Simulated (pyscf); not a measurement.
Single points on ωB97X-D3(BJ)/def2-SVP structures (PySCF, gas phase).

Question: HO–AsH–OH + silylene (SiH₂) [singlet] -> HO–AsH–O–SiH: [singlet] + hydrogen (H₂)
Surface: singlet. Broken: H–O, H–Si. Formed: O–Si, H–H. Give ΔE‡ and ΔE from ωB97M-D3(BJ)/def2-TZVP, relative to the separated reactants.

Answer: ΔE‡ = 2.7 kcal/mol, ΔE = -27.9 kcal/mol. Zero-point energy shifts the barrier by +0.2 kcal/mol. It is a four-centre exchange, with an imaginary mode of 1472i cm⁻¹. On the reactant side the descent ends in an adduct with a O–Si contact, 20.8 kcal/mol under the separated species and 21.6 kcal/mol under the saddle at ωB97X-D3(BJ)/def2-TZVP. What is counted as formed (O–Si) is already present as a longer contact in the reactant adduct; forming that adduct is a step of its own. At the saddle there is also a short H–Si contact that neither side keeps. The same reactants have a lower exit, to HO–SiH₂–AsH–OH (barrier -12.8 kcal/mol at ωB97M-D3(BJ), against +2.7 kcal/mol here). This is the saddle that the search found; another between the same sides may lie lower. Elements up to Kr have no core potential and no relativistic terms here.
